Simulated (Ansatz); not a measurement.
Born–Oppenheimer molecular dynamics of AlHLi (3 atoms, charge 0, multiplicity 2). It starts from a relaxed structure.

Level of theory: Ansatz 0.2.0, UKS BLYP-D4/def2-SVP.

```json
{
 "ensemble": "NVT, Langevin thermostat",
 "time step": "1 fs",
 "steps asked": "357",
 "set temperature": "300 K",
 "friction": "0.005 /fs",
 "seed": "113831"
}
```

Frames 2 fs apart, positions in Å.

Velocities at 160.0 fs (Å/ps):

```
Li -0.15 -2.44 -5.24
Al -3.88 -2.17 1.88
H 40.84 23.91 -13.90
```

```xyz
3
Properties=species:S:1:pos:R:3 time_fs=160.0 energy_less_start_eV=0.010 T=443
Li -1.742 0.329 -1.246
Al 0.001 0.051 0.680
H 0.464 1.068 1.850
3
Properties=species:S:1:pos:R:3 time_fs=162.0 energy_less_start_eV=0.005 T=411
Li -1.742 0.326 -1.256
Al -0.007 0.047 0.684
H 0.546 1.114 1.823
3
Properties=species:S:1:pos:R:3 time_fs=164.0 energy_less_start_eV=0.016 T=359
Li -1.742 0.326 -1.266
Al -0.014 0.043 0.687
H 0.623 1.157 1.795
3
Properties=species:S:1:pos:R:3 time_fs=166.0 energy_less_start_eV=0.026 T=282
Li -1.743 0.325 -1.276
Al -0.023 0.039 0.691
H 0.684 1.185 1.754
3
Properties=species:S:1:pos:R:3 time_fs=168.0 energy_less_start_eV=0.027 T=290
Li -1.742 0.324 -1.283
Al -0.032 0.035 0.695
H 0.729 1.202 1.700
3
Properties=species:S:1:pos:R:3 time_fs=170.0 energy_less_start_eV=0.018 T=324
Li -1.741 0.321 -1.292
Al -0.039 0.031 0.699
H 0.767 1.206 1.630
3
Properties=species:S:1:pos:R:3 time_fs=172.0 energy_less_start_eV=0.006 T=342
Li -1.737 0.317 -1.299
Al -0.045 0.027 0.703
H 0.792 1.194 1.549
3
Properties=species:S:1:pos:R:3 time_fs=174.0 energy_less_start_eV=0.005 T=312
Li -1.734 0.314 -1.307
Al -0.050 0.021 0.707
H 0.818 1.170 1.471
3
Properties=species:S:1:pos:R:3 time_fs=176.0 energy_less_start_eV=0.012 T=308
Li -1.732 0.313 -1.317
Al -0.055 0.014 0.710
H 0.852 1.151 1.398
3
Properties=species:S:1:pos:R:3 time_fs=178.0 energy_less_start_eV=0.012 T=299
Li -1.729 0.313 -1.326
Al -0.060 0.007 0.712
H 0.897 1.143 1.334
3
Properties=species:S:1:pos:R:3 time_fs=180.0 energy_less_start_eV=0.008 T=306
Li -1.728 0.312 -1.335
Al -0.066 0.000 0.714
H 0.953 1.143 1.277
3
Properties=species:S:1:pos:R:3 time_fs=182.0 energy_less_start_eV=0.009 T=272
Li -1.728 0.310 -1.343
Al -0.071 -0.007 0.714
H 1.014 1.148 1.226
```

Of the whole run (357 fs, mean temperature of the second half 215 K): The mean temperature of the second half is 28 % below the set value. A run of 0.36 ps of so small a system gives no equilibrium averages.

Time of the run: 6.9 min on 1 CPU thread of a shared host.
